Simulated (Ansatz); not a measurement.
# C4H5Cl: the cost of one run

Program: Ansatz 0.2.0. Level of theory: RKS PBE-D4/def2-SVP. These are calculated values, not measurements.

## 1. The starting structure

SMILES `CC1=C(Cl)C1`, 10 atoms, charge 0, spin multiplicity 1.

Atoms are counted from 1 here; the program's logs count them from 0.

Bond lengths: C1–C2 1.473 Å, C1–H6 1.111 Å, C1–H7 1.111 Å, C1–H8 1.108 Å, C2–C3 1.309 Å, C2–C5 1.538 Å, C3–Cl4 1.705 Å, C3–C5 1.493 Å, C5–H9 1.112 Å, C5–H10 1.112 Å. Angles: C2–C1–H6 110.9°, C2–C1–H7 110.9°, C2–C1–H8 111.5°, H6–C1–H7 106.5°, H6–C1–H8 108.4°, H7–C1–H8 108.5°, C1–C2–C3 154.2°, C1–C2–C5 143.2°, C3–C2–C5 62.6°, C2–C3–Cl4 149.2°, C2–C3–C5 66.2°, Cl4–C3–C5 144.6°, C2–C5–C3 51.2°, C2–C5–H9 119.6°, C2–C5–H10 119.5°, C3–C5–H9 120.0°, C3–C5–H10 120.0°, H9–C5–H10 113.2°.

As a file:

```xyz
10
charge 0, multiplicity 1
C    -1.16645   -0.85782    0.46493
C    -0.09283   -0.01969   -0.09625
C     0.47922    0.68924   -1.03682
Cl    0.44407    1.32203   -2.61955
C     1.27229    0.61235    0.22599
H    -1.60263   -0.38773    1.37243
H    -0.77211   -1.84724    0.78056
H    -1.97940   -1.02203   -0.26945
H     1.32383    1.49218    0.90471
H     2.17701   -0.03258    0.27643
```

This geometry comes from a loose relaxation at PBE in a small basis, which is not shown.

## 3. Setting up the map

- bond length C5–H10: 15 values from 0.979 to 1.390 Å
- angle H10–C5–C3: 15 values from 75.0 to 165.0 °

Nothing else is relaxed (all other coordinates rigid). Energies count from the relaxed molecule at the same level.

(The set-up runs are not shown.)

## 4. The run at bond length C5–H10 = 1.155 Å, angle H10–C5–C3 = 81.5°

Contents of input.yaml:

```yaml
crystal:
  periodic: [false, false, false]
  atoms:
    - { symbol: C, position_ang: [-1.166413, -0.857807, 0.464952] }
    - { symbol: C, position_ang: [-0.091492, -0.021353, -0.096582] }
    - { symbol: C, position_ang: [0.480182, 0.687889, -1.037284] }
    - { symbol: Cl, position_ang: [0.444556, 1.319617, -2.620274] }
    - { symbol: C, position_ang: [1.272482, 0.613832, 0.225557] }
    - { symbol: H, position_ang: [-1.598507, -0.389312, 1.375198] }
    - { symbol: H, position_ang: [-0.774482, -1.849764, 0.776711] }
    - { symbol: H, position_ang: [-1.981291, -1.016998, -0.268324] }
    - { symbol: H, position_ang: [1.320378, 1.492723, 0.905127] }
    - { symbol: H, position_ang: [1.905237, -0.109047, -0.415608] }
basis:
  gaussian: { orbitals: def2-SVP }
hamiltonian:
  xc: pbe
  dispersion: d4
output:
  forces: true
```

Started as:

```
$ ansatz run input.yaml --threads 1 --pin off --max-ram 2560MiB --backend cpu --events-out ev --progress --plain --runs-dir out
```

Q: Estimate wall time and peak memory on 1 thread of Arm Neoverse V1, shared host.

About 3 s, with a peak of 0.12 GiB.
